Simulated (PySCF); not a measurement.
Atom-mapped SMILES (the numbers label the heavy atoms): `[CH3:1][P:2]([CH3:3])([CH3:4])=[O:5]`; H(Xn) means a hydrogen on atom n.

Geometry: PBE0-D3(BJ)/def2-SVP; GIAO shifts from PySCF, gas phase, non-relativistic, averaged over equivalent atoms.

At PBE0/IGLO-III (274 basis functions, 30 s wall time on 1 thread of an Intel Xeon Platinum 8488C, shared host):
```json
{"atoms": "C1/C3/C4", "δ (ppm)": "19.9"}
{"atoms": "P2", "δ (ppm)": "9.2"}
{"atoms": "O5", "δ (ppm)": "104.8"}
{"atoms": "H(C1)/H(C3)/H(C4)", "δ (ppm)": "1.21"}
```

Scale: 13C (σref 183.78) and 1H (σref 31.37) against TMS; 31P (σref 306.76) vs H3PO4; 17O (σref 327.19) against H2O (reference shieldings calculated alike).

**Question.** Estimate the result of repeating the calculation with PBE0/pcSseg-2.

**Answer.** 
```tsv
atoms	δ at PBE0/pcSseg-2	change
C1/C3/C4	19.6	-0.3
P2	6.3	-2.9
O5	105.0	+0.2
H(C1)/H(C3)/H(C4)	1.20	-0.01
```

Chemical shifts δ = σref − σ; 13C (σref 184.13) and 1H (σref 31.25) vs TMS; 31P (σref 296.57) vs H3PO4; 17O (σref 328.15) vs H2O, all at this level.

The largest change is at P2 (phosphorus bonded to 3 C, O). Cost: 313 basis functions, 42 s wall time on 1 thread of an Intel Xeon Platinum 8488C, shared host.

Experimental scales use liquid or dissolved standards, which lie at an offset from isolated H2O (liquid H2O: subtract about 36 ppm) and H3PO4.
